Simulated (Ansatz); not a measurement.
**Pulling the pair apart**

The pair of H2S (SMILES S, atoms 1–3) and H2S (SMILES S, atoms 4–6), both closed shells, in one local arrangement (a lower one may exist), relaxed at PBE0-D4/def2-TZVP:

```xyz
6
angstrom
S -0.1395 -0.2953 -2.1846
H 0.2769 -0.2616 -0.9038
H 0.1622 0.9970 -2.3784
S 0.5165 -0.2112 1.8039
H -0.5087 -1.0765 1.8321
H -0.3074 0.8476 1.8308
```

H2S is shifted rigidly along the line between the mean atom positions of the two fragments (negative: closer). Counterpoise interaction energies in kJ/mol. Ansatz 0.2.0; basis: def2-TZVPPD; cores frozen in the correlated methods.

| shift (Å) | r2SCAN-D4 | MP2 | HF |
| --- | --- | --- | --- |
| -0.40 | -2.2 | 0.7 | 16.4 |
| -0.20 | -6.0 | -4.3 | 6.9 |
| 0.00 | -7.0 | -6.1 | 1.9 |
| 0.20 | -6.8 | -6.4 | -0.6 |
| 0.49 | -5.7 | -5.6 | -1.9 |
| 1.01 | -3.6 | -3.7 | -2.0 |
| 2.02 | -1.4 | -1.5 | -1.0 |
| 4.04 | -0.3 | -0.3 | -0.3 |

Task: What does CCSD(T) give at these shifts? (An estimate is asked for; the value comes from the calculation.)

Result: The calculation gives: 3.2, -2.6, -4.9, -5.5, -5.1, -3.4, -1.4, -0.3 kJ/mol. For zero shift, CCSD(T) at an estimated basis limit (MP2 extrapolated from triple and quadruple zeta, plus CCSD(T) − MP2 in triple zeta) gives -6.3 kJ/mol. These are counterpoise interaction energies, counted from the two frozen fragments.

The T1 diagnostic stays at or below 0.011.

For scale, one of the runs: CCSD(T)/def2-TZVPPD, 170 basis functions, launched by `ansatz run in.yaml --threads 2 --pin off --events-out ev --progress --plain --max-ram 5222MiB`. The run took 12 s on 2 CPU threads of an Arm Neoverse V2 (shared host), with 1.3 GiB of host memory at its peak.
